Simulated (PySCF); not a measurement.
# SMILES CCOC=O, C3H6O2

Geometry:
| atom | x (Å) | y (Å) | z (Å) |
| --- | --- | --- | --- |
| C1 | -1.236 | 0.028 | -0.580 |
| C2 | -0.410 | 0.153 | 0.675 |
| O3 | 0.876 | 0.736 | 0.400 |
| C4 | 1.825 | -0.097 | -0.015 |
| O5 | 1.712 | -1.278 | -0.174 |
| H6 | -1.355 | 0.999 | -1.066 |
| H7 | -2.229 | -0.353 | -0.330 |
| H8 | -0.772 | -0.666 | -1.282 |
| H9 | -0.869 | 0.836 | 1.391 |
| H10 | -0.260 | -0.818 | 1.149 |
| H11 | 2.750 | 0.471 | -0.193 |

Method used: PySCF, TDDFT CAM-B3LYP/def2-TZVPD excited states, vertical, gas phase. Geometry: PBE0-D3(BJ)/def2-TZVP.

(1) How strongly do the lowest singlets absorb one photon, and two photons of half the energy?

Answers

(1) δ for parallel linear polarisation; σ at the peak of a Lorentzian of half width 0.1 eV, single beam; Ω is circular over linear.
```csv
state,E (eV),f,photon λ (nm),δ (au),σ (GM),Ω,main
S1,5.90,0.002,420,0.49,0.01,1.24,"HOMO→LUMO+1 0.78, HOMO→LUMO 0.09"
S2,7.83,0.007,317,45,1.01,0.65,"HOMO→LUMO 0.56, HOMO−1→LUMO+1 0.11"
S3,8.11,0.135,306,27.3,0.66,1.50,"HOMO−1→LUMO+1 0.46, HOMO−1→LUMO 0.24"
S4,8.44,0.008,294,53.5,1.40,0.21,"HOMO−1→LUMO 0.62, HOMO−1→LUMO+1 0.28"
S5,8.52,0.002,291,1.25,0.03,0.42,"HOMO−2→LUMO+1 0.54, HOMO−3→LUMO+1 0.15"
S6,8.57,0.075,290,31.3,0.84,0.43,"HOMO→LUMO+2 0.26, HOMO→LUMO+4 0.25"
```

Among these, the strongest one-photon state is S3, the strongest two-photon state S4, with a dipole change of 3.6 D (relaxed, norm of the difference vector).
